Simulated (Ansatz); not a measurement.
Reaction (SMILES): [CH3] (CH3) → CH3+ (singlet, bonded as [CH3]) + e-
B3LYP-D3(BJ)/def2-TZVP geometries, fixed; electronic energies without zero-point terms.
Largest species:
```
C
H 1 1.0789
H 1 1.0789 2 120.00
H 1 1.0789 2 120.00 3 -180.00
```
Charge 0, spin multiplicity 2.

Core correlation in the adiabatic ionisation energy at MP2 with Ansatz (a first-principles code), in eV: frozen core against all electrons. Core-valence sets carry the plain set on hydrogen. Open shells are unrestricted.

```tsv
basis	functions, most	frozen core	all electrons	core term (second minus first)
cc-pVDZ	29	9.489	9.494	0.005
cc-pCVDZ	33	9.495	9.500	0.005
cc-pVTZ	72	9.691	9.708	0.016
cc-pwCVTZ	85	9.694	9.712	0.018
cc-pCVTZ	85	9.693	9.707	0.014
cc-pVQZ	145	9.739	9.758	0.019
cc-pwCVQZ	174	9.739	9.759	0.019
cc-pCVQZ	174	9.739	9.758	0.019
```

The largest core-valence set, cc-pCVQZ, gives a core term of 0.019 eV; the valence set cc-pVQZ, which lacks functions for the core, gives 0.019.
